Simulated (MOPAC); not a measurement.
MOPAC input (PM7):

```
PM7 FORCE THERMO(298,298) PRECISE LET UHF MS=0.5 GEO-OK AUX(PRECISION=9) THREADS=1
C2H6N

C     1.18299733 1   -0.45955236 1   -0.00275490 1
C     0.12158198 1    0.56660167 1    0.00479277 1
N    -1.23219318 1   -0.04420914 1   -0.00144694 1
H     1.57339337 1   -0.85584689 1    0.90498073 1
H     1.57499791 1   -0.84081317 1   -0.91623472 1
H     0.19075090 1    1.24451310 1   -0.87868151 1
H     0.18918693 1    1.22982692 1    0.89943821 1
H    -1.37707511 1   -0.62274759 1    0.81051548 1
H    -1.37564013 1   -0.60926906 1   -0.82311783 1
```

Question: Which zero-point energy does it print?

Answer: 44.99 kcal/mol, from the harmonic wavenumbers of PM7.
